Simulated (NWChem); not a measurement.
Program: NWChem. System: acetylene (C₂H₂), charge 0, spin multiplicity 1, at a geometry optimised with PBE0/def2-SVP. Level: B2PLYP/def2-SVP, 2 core orbitals frozen.

Output (cleaned and shortened):

```
             Northwest Computational Chemistry Package (NWChem) 7.3.0
             --------------------------------------------------------

                                NWChem Input Module
                                -------------------

 Scaling coordinates for geometry "geometry" by  1.889725989
 (inverse scale =  0.529177249)

 Turning off AUTOSYM since
 SYMMETRY directive was detected!

                             Geometry "geometry" -> ""
                             -------------------------

 Output coordinates in angstroms (scale by  1.889725989 to convert to a.u.)

  No.       Tag          Charge          X              Y              Z
 ---- ---------------- ---------- -------------- -------------- --------------
    1 C                    6.0000     0.00000000     0.00000000    -0.60426500
    2 C                    6.0000     0.00000000     0.00000000     0.60426500
    3 H                    1.0000     0.00000000     0.00000000    -1.67924200
    4 H                    1.0000     0.00000000     0.00000000     1.67924200

 Effective nuclear repulsion energy (a.u.)      24.6089184991

            Nuclear Dipole moment (a.u.)
            ----------------------------
        X                 Y               Z
 ---------------- ---------------- ----------------
     0.0000000000     0.0000000000     0.0000000000

      Symmetry information
      --------------------

 Group name             D2h
 Group number             26
 Group order               8
 No. of unique centers     2

      Symmetry unique atoms

     1    3


 Summary of "ao basis" -> "" (spherical)
 ------------------------------------------------------------------------------
       Tag                 Description            Shells   Functions and Types
 ---------------- ------------------------------  ------  ---------------------
 *                          def2-svp                  on all atoms

  dft_input: which_mp2 not specified, using semidirect MP2 by default.

                                 NWChem DFT Module
                                 -----------------

 Summary of "ao basis" -> "ao basis" (spherical)
 ------------------------------------------------------------------------------
       Tag                 Description            Shells   Functions and Types
 ---------------- ------------------------------  ------  ---------------------
 C                          def2-svp                 6       14   3s2p1d
[...]
              MO Center= -8.9D-35, -6.8D-35, -4.4D-16, r^2= 6.9D+00
   Bfn.  Coefficient  Atom+Function         Bfn.  Coefficient  Atom+Function
  ----- ------------  ---------------      ----- ------------  ---------------
    30      1.750944  3 H  s                 35     -1.750944  4 H  s
     9      1.530940  1 C  pz                23      1.530940  2 C  pz
     3      0.455408  1 C  s                 17     -0.455408  2 C  s
     2     -0.178507  1 C  s                 16      0.178507  2 C  s
    29      0.121913  3 H  s                 34     -0.121913  4 H  s

 center of mass
 --------------
 x =   0.00000000 y =   0.00000000 z =   0.00000000

 moments of inertia (a.u.)
 ------------------
          51.591547021263           0.000000000000           0.000000000000
           0.000000000000          51.591547021263           0.000000000000
           0.000000000000           0.000000000000           0.000000000000

     Multipole analysis of the density
     ---------------------------------

     L   x y z        total         alpha         beta         nuclear
     -   - - -        -----         -----         ----         -------
     0   0 0 0     -0.000000     -7.000000     -7.000000     14.000000

     1   1 0 0      0.000000      0.000000      0.000000      0.000000
     1   0 1 0      0.000000      0.000000      0.000000      0.000000
     1   0 0 1      0.000000      0.000000      0.000000      0.000000

     2   2 0 0    -10.028273     -5.014136     -5.014136      0.000000
     2   1 1 0      0.000000      0.000000      0.000000      0.000000
     2   1 0 1     -0.000000     -0.000000     -0.000000      0.000000
     2   0 2 0    -10.028273     -5.014136     -5.014136      0.000000
     2   0 1 1     -0.000000     -0.000000     -0.000000      0.000000
     2   0 0 2     -5.139419    -20.463137    -20.463137     35.786856

                   NWChem MP2 Semi-direct Energy/Gradient Module
                   ---------------------------------------------

  Basis functions       =     38
  Molecular orbitals    =     38
  Frozen core           =      2
  Frozen virtuals       =      0
  Active alpha occupied =      5
  Active beta occupied  =      5
  Active alpha virtual  =     31
  Active beta virtual   =     31
  Use MO symmetry       = T
  Use skeleton AO sym   = T

  AO/Fock/Back tols     =   1.0D-09  1.0D-09  1.0D-09

 GA uses MA = F    GA memory limited = T

 Available:
  local mem=  3.29D+07
 global mem=  1.31D+08
 local disk=  0.00D+00
  mp2_memr nvloc                    31
  nvloc new                    31
   1 passes of   5:        2097152                       6898                    393033.
   1 passes of   5: M     32856029           G      131069112           F      30758877.

 Semi-direct pass number   1 of   1  for RHF alpha+beta  at        0.3s
  vrange nnbf                   741
  mp2_eaftype                    10  avail_ma_in_mb                   286
 EAF : mp2_eaftype filesize          10     196517.
  mp2_eaf for mointskh                     10
Node 0 wrote      0.9 Mb in      0.0 s     Agg I/O rate:  1273.2 Mb/s
 Done moints_semi at        0.4s
  mp2_eaftype                    10  avail_ma_in_mb                   286
 EAF : mp2_eaftype filesize          10     196517.
  mp2_eaf for kh                    10
 Done maket at        0.4s
 Done multipass loop at        0.4s

          -------------------------------------------
          DFT energy                     -77.098051678465
          Unscaled MP2 energy             -0.324079608472
          Total DFT+MP2 energy           -77.185553172752
          -------------------------------------------

 -----------------------
 Performance information
 -----------------------

 Timer overhead =  1.91D-07 seconds/call

               Nr. of calls         CPU time (s)                 Wall time (s)                GFlops
             ---------------    -------------------     ------------------------------   -------------------
Name         Min   Avg   Max    Min     Avg     Max     Min     Avg     Max   Mx/calls   Min     Max     Sum
mp2: moin     1     1     1   0.11    0.11    0.11     0.11    0.11    0.11    0.11      0.0     0.0     0.0
mp2: make     1     1     1   6.43E-3 6.43E-3 6.43E-3  6.43E-3 6.43E-3 6.43E-3 6.43E-3   0.0     0.0     0.0
mp2: tota     1     1     1   0.14    0.14    0.14     0.14    0.14    0.14    0.14      0.0     0.0     0.0

 The average no. of pstat calls per process was 3.00D+00
 with a timing overhead of 5.72D-07s

 Task  times  cpu:        0.4s     wall:        0.4s

 Total times  cpu:        0.5s     wall:        0.5s
```

Problem. Write an NWChem input that would produce this output.

Solution. One answer among several that fit: 
```
start mol
memory heap 200 mb stack 800 mb global 1000 mb
geometry units angstroms nocenter noautoz
  C      0.000000     0.000000    -0.604265
  C      0.000000     0.000000     0.604265
  H      0.000000     0.000000    -1.679242
  H      0.000000     0.000000     1.679242
  symmetry group D2h
end
basis spherical
  * library def2-svp
end
dft
  xc hfexch 0.53 becke88 0.47 lyp 0.73 mp2 0.27
  dftmp2
  semidirect memsize 60000000 filesize 0
  iterations 100
end
mp2
  freeze core 2
end
task dft energy
```
